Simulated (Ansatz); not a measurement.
# BH₃S (triplet): from Hartree-Fock to the top rungs at distance B1–H4 along a hydrogen transfer = 1.773 Å, cc-pVDZ

Aim: climb from Hartree-Fock through coupled cluster and multireference methods for BH₃S (triplet) at one geometry and basis, and see what each rung misses.

Method: cc-pVDZ, core rule «outside noble gas», up to 6 orbitals frozen; program: Ansatz 0.2.0, Gaussian basis.

Plan: UHF; CCSD(T) on ROHF; CCSD(T) on UHF; BCCD(T) on ROHF; CISD; CCSDT(Q) on ROHF; CCSDT(Q) on UHF; CASSCF and MRCISD+Q, 4 electrons in 4 orbitals; CASSCF and NEVPT2, 4 electrons in 4 orbitals.

11 further runs of the same task are left out: 5 for a known fault of the program, 2 for a mislabelled method, 4 that didn't finish.

**1. The geometry**

The geometry derives from fragments relaxed apart (PBE0/def2-TZVP) and kept rigid, so it is no stationary point. A hydrogen atom is moved between rigid fragments.

5 atoms, charge 0, spin multiplicity 3.

Atoms are counted from 1 here; the program's logs count them from 0.

Bond lengths: B1–H2 1.193 Å, B1–H3 1.193 Å, H4–S5 1.477 Å. Angles: H2–B1–H3 120.0°.

**2. UHF**

The input, in.yaml:

```yaml
crystal:
  periodic: [false, false, false]
  atoms:
    - {symbol: B, position_ang: [-2.283133, 0.000000, 0.000000]}
    - {symbol: H, position_ang: [-2.879866, 1.033571, 0.000000]}
    - {symbol: H, position_ang: [-2.879866, -1.033571, 0.000000]}
    - {symbol: H, position_ang: [-0.510133, 0.000000, 0.000000]}
    - {symbol: S, position_ang: [0.966867, 0.000000, 0.000000]}
basis:
  gaussian: {orbitals: cc-pVDZ}
magnetization: {spin_polarized: true, initial_magnetization: 2}
hamiltonian: {xc: hf}
output: {orbitals: {seedname: orbitals}}
```

Started as:

```sh
$ ansatz run in.yaml --threads 1 --pin off --events-out ev --progress --plain --max-ram 2393MiB
```

Further steps of the session: CCSD(T) on ROHF; CCSD(T) on UHF; BCCD(T) on ROHF; CISD; CCSDT(Q) on ROHF; CCSDT(Q) on UHF; CASSCF and MRCISD+Q, 4 electrons in 4 orbitals; CASSCF and NEVPT2, 4 electrons in 4 orbitals.

**Question.** What will the summary of the whole plan be? Wanted: UCCSDT(Q) below the RHF energy; RMP2 from UCCSDT(Q); UMP2 from UCCSDT(Q); RCCSD from UCCSDT(Q); RCCSD(T) from UCCSDT(Q); UCCSD(T) from UCCSDT(Q); RCCSDT(Q) from UCCSDT(Q); NEVPT2 pair from UCCSDT(Q); MRCISD+Q pair from UCCSDT(Q).

As calculated:

| quantity | value |
| --- | --- |
| UCCSDT(Q) below the RHF energy | -6.6435 eV |
| RMP2 from UCCSDT(Q) | +123.0 kJ/mol |
| UMP2 from UCCSDT(Q) | +124.6 kJ/mol |
| RCCSD from UCCSDT(Q) | +15.9 kJ/mol |
| RCCSD(T) from UCCSDT(Q) | +3.3 kJ/mol |
| UCCSD(T) from UCCSDT(Q) | +3.3 kJ/mol |
| RCCSDT(Q) from UCCSDT(Q) | 0.0 kJ/mol |
| NEVPT2 pair from UCCSDT(Q) | +116.1 kJ/mol |
| MRCISD+Q pair from UCCSDT(Q) | +2.9 kJ/mol |
| levels within 1 kcal/mol (43 meV) | RCCSD(T), UCCSD(T), BCCD(T), RCCSDT, UCCSDT, RCCSDT(Q), MRCISD+Q pair |
| T1 diagnostic | 0.024 |

**Reading.** RCCSD(T) misses by +3.3 kJ/mol, 0.5 % of the correlation energy. Of the multireference levels listed MRCISD+Q pair comes nearest in total energy (+2.9 kJ/mol), which doesn't show that its space is the better one. These misses are within one basis, not against nature; the frozen cores of restricted and unrestricted runs differ, which can shift their rows.
